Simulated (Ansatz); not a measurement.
# C₂H₃Si radical: a ladder of functionals and wavefunction methods

An exercise on one series of results from a longer session: the logs are not shown, and one member is left open.

The runs use Ansatz 0.2.0, Gaussian basis; functionals in def2-TZVPP, the program's frozen cores in correlated methods.

The runs, in order: LDA (SPW92), PBE-D4, revPBE-D4, BLYP-D4, r2SCAN-D4, B97M-V, PBE0-D4, B3LYP-D4, r2SCANh-D4, r2SCAN0-D4, HSE06-D4, BHLYP-D4, CAM-B3LYP-D4, LC-ωPBE, ωB97X-V, ωB97M-V, B2PLYP, PBE-QIDH; CCSD(T)/def2-SVP; CCSD(T)/def2-TZVPP; MP2/def2-QZVPP; extrapolation to the limit; RPA on PBE.

## The geometry

The geometry comes from an earlier relaxation with PBE0-D4 in a triple-zeta def2 set; it is a stationary point.

SMILES `[C]#C[SiH3]`, 6 atoms, charge 0, spin multiplicity 2.

Atoms are counted from 1 here; the program's logs count them from 0.

Bond lengths: C1–C2 1.212 Å, C2–Si3 1.827 Å, Si3–H4 1.482 Å, Si3–H5 1.482 Å, Si3–H6 1.482 Å. Angles: C1–C2–Si3 179.9°, C2–Si3–H4 108.8°, C2–Si3–H5 108.8°, C2–Si3–H6 108.8°, H4–Si3–H5 110.1°, H4–Si3–H6 110.1°, H5–Si3–H6 110.1°.

Geometry (Å):

```xyz
6

C     1.0998   -1.9437    1.0675
C     0.5639   -0.9941    0.5389
Si   -0.2463    0.4374   -0.2570
H    -1.4510   -0.0357   -0.9792
H     0.7062    1.0591   -1.2072
H    -0.6306    1.4128    0.7908
```

Set-up of the first run:

File in.yaml:

```yaml
crystal:
  periodic: [false, false, false]
  atoms:
    - {symbol: C, position_ang: [1.099778, -1.943651, 1.067518]}
    - {symbol: C, position_ang: [0.563948, -0.994054, 0.538924]}
    - {symbol: Si, position_ang: [-0.246301, 0.437435, -0.256956]}
    - {symbol: H, position_ang: [-1.450999, -0.035707, -0.979246]}
    - {symbol: H, position_ang: [0.706244, 1.059142, -1.207248]}
    - {symbol: H, position_ang: [-0.630571, 1.412835, 0.790807]}
basis:
  gaussian: {orbitals: def2-TZVPP}
magnetization: {spin_polarized: true, initial_magnetization: 1}
hamiltonian: {xc: lda}
output: {orbitals: {seedname: orbitals}}
```

Among the steps run: LDA; PBE-D4 (GGA); revPBE-D4 (GGA); BLYP-D4 (GGA); r2SCAN-D4 (meta-GGA); B97M-V (meta-GGA); PBE0-D4 (hybrid); B3LYP-D4 (hybrid); r2SCANh-D4 (hybrid); r2SCAN0-D4 (hybrid); HSE06-D4 (hybrid); BHLYP-D4 (hybrid); CAM-B3LYP-D4 (range-separated); LC-ωPBE-D4 (range-separated; the results give it without D4); ωB97X-V (range-separated); ωB97M-V (range-separated); B2PLYP (double hybrid); PBE-QIDH (double hybrid).

One table of the session follows, with a row left open; its other results are not shown here.

It belongs to the step «Orbital energies across the functionals». 

| functional | HOMO (eV) | LUMO (eV) | gap (eV) |
| --- | --- | --- | --- |
| LDA (SPW92) | -7.31 | -6.75 | 0.56 |
| PBE-D4 | -7.20 | -6.19 | 1.02 |
| revPBE-D4 | -7.15 | -6.00 | 1.15 |
| BLYP-D4 | -7.06 | -6.32 | 0.73 |
| r2SCAN-D4 | -7.42 | -5.38 | 2.04 |
| B97M-V | -7.45 | -6.04 | 1.41 |
| PBE0-D4 | -8.41 | -4.79 | 3.62 |
| B3LYP-D4 | -8.18 | -5.42 | 2.77 |
| r2SCANh-D4 | -7.87 | -4.92 | 2.96 |
| r2SCAN0-D4 | -8.56 | -4.24 | 4.32 |
| HSE06-D4 | ? | ? | ? |
| BHLYP-D4 | -9.48 | -3.72 | 5.76 |
| CAM-B3LYP-D4 | -9.78 | -3.89 | 5.90 |
| LC-ωPBE | -11.23 | -2.05 | 9.18 |
| ωB97X-V | -10.82 | -2.96 | 7.86 |
| ωB97M-V | -10.65 | -2.98 | 7.66 |

**Question.** Estimate the row for HSE06-D4.

As computed: HOMO (eV): -8.00; LUMO (eV): -5.19; gap (eV): 2.81. In the column «HOMO (eV)» it lies between B3LYP-D4 (-8.18) and r2SCANh-D4 (-7.87).
